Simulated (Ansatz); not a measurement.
# B(OH)3 (BH3O3): geometry, orbitals and charge

What does B(OH)3 (BH3O3) look like as a singlet, and where do its frontier electrons sit?

Method: RKS PBE0-D4/def2-TZVP; program: Ansatz 0.2.0, Gaussian basis.

The runs, in order: relaxation at r2SCAN-D4/def2-TZVP; a search for the lowest solution at PBE0-D4/def2-SVP; a single point at PBE0-D4/def2-TZVP.

## (1) Where the work starts

7 atoms, charge 0, spin multiplicity 1.

Atoms are counted from 1 here; the program's logs count them from 0.

Bond lengths: B1–O2 1.350 Å, B1–O4 1.372 Å, B1–O6 1.357 Å, O2–H3 0.957 Å, O4–H5 0.955 Å, O6–H7 0.956 Å. Angles: O2–B1–O4 118.3°, O2–B1–O6 117.6°, O4–B1–O6 124.1°, B1–O2–H3 113.2°, B1–O4–H5 117.5°, B1–O6–H7 116.7°.

Geometry (Å):

```xyz
7

B     0.17941   -0.13254   -0.07736
O     1.49081   -0.19957   -0.38961
H     1.95226    0.62807   -0.25926
O    -0.32064    1.06271    0.37483
H    -1.25082    1.09785    0.58978
O    -0.56232   -1.25863   -0.23233
H    -1.48869   -1.19789   -0.00606
```

The start is a GFN2-xTB geometry.

## (2) Optimising with r2SCAN-D4/def2-TZVP

File in.yaml:

```yaml
crystal:
  periodic: [false, false, false]
  atoms:
    - {symbol: B, position_ang: [0.179410, -0.132540, -0.077360]}
    - {symbol: O, position_ang: [1.490810, -0.199570, -0.389610]}
    - {symbol: H, position_ang: [1.952260, 0.628070, -0.259260]}
    - {symbol: O, position_ang: [-0.320640, 1.062710, 0.374830]}
    - {symbol: H, position_ang: [-1.250820, 1.097850, 0.589780]}
    - {symbol: O, position_ang: [-0.562320, -1.258630, -0.232330]}
    - {symbol: H, position_ang: [-1.488690, -1.197890, -0.006060]}
basis:
  gaussian: {orbitals: def2-TZVP}
hamiltonian: {xc: r2scan, dispersion: d4}
scf: {lower_state_search: "off"}
output: {orbitals: {seedname: orbitals}}
relax: {f_tol: 0.02, max_steps: 100}
```

Launch:

```console
> ansatz run in.yaml --threads 4 --pin off --events-out ev --progress --plain --max-ram 3916MiB
```

After this run come: Searching for the lowest solution, PBE0-D4/def2-SVP; Single point, PBE0-D4/def2-TZVP.

Before running them: what should the planned runs give, taken together? Wanted: point group; commonest bond, hydrogen aside; HOMO, LUMO at PBE0-D4/def2-TZVP; dipole at r2SCAN-D4/def2-TZVP.

The runs gave:

| quantity | value |
| --- | --- |
| point group | Cs |
| commonest bond, hydrogen aside | B–O, 3 of mean length 1.371 Å |
| HOMO, LUMO at PBE0-D4/def2-TZVP | -9.17, 0.12 eV |
| dipole at r2SCAN-D4/def2-TZVP | 3.01 D |

The molecule keeps its bonding pattern by the stored test; the atoms moved 0.01 Å (rms). No usable vibrations, so a minimum isn't proven. The HOMO lies nearest to O2 61 %; O6 20 % and the LUMO to H5, H7 about 32 % each; O4, O6 about 10 % each. The point group is read from a loosely relaxed geometry; soft torsions can leave it below the true symmetry.
